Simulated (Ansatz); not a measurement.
Two isomers of C3H10Si: A = `CC[SiH2]C`, B = `C[SiH](C)C`.

Program: Ansatz. Geometries: PBE0-D4/def2-TZVP. ΔE: electronic, gas phase. CCSD(T)/CBS adds triple-zeta CCSD(T) − MP2 to the extrapolated MP2 energy (def2 sets, frozen cores). DFT in def2-TZVPP. B3LYP here is the variant with VWN-RPA as its local correlation; programs differ in this. One conformer a species, not always the lowest.

Problem. Which isomer does CCSD(T)/CBS put lower? Give the gap. (Estimate.)

Solution. Computed: B, by 13.1 kcal/mol.

Problem. Give E(B) − E(A) in kcal/mol with CCSD/def2-TZVPP, CCSD(T)/def2-SVP, B2PLYP, B3LYP-D4, B3LYP, LDA (SPW92), BLYP-D4. (Estimate.)

Solution. The calculation gave: CCSD/def2-TZVPP -12.6, CCSD(T)/def2-SVP -9.4, B2PLYP -13.0, B3LYP-D4 -12.9, B3LYP -12.9, LDA (SPW92) -12.6, BLYP-D4 -12.8. None reverses the order clearly.

Problem. Does the order hold for the free energy at 298.15 K (harmonic terms from PBE0-D4)? (An estimate is asked.)

Solution. The calculation gave: Yes: G(B) − G(A) = -12.6 kcal/mol, for one conformer each.

Largest T1 diagnostic: 0.009.

At CCSD(T), def2-SVP lies +3.6 kcal/mol from the extrapolated value and def2-TZVPP +0.4 kcal/mol. Leaving LDA and LC-ωPBE aside and taking each functional with its dispersion term where it has one, the values, not all of them listed here, spread over 1.4 kcal/mol, from r2SCAN-D4 to revPBE-D4.
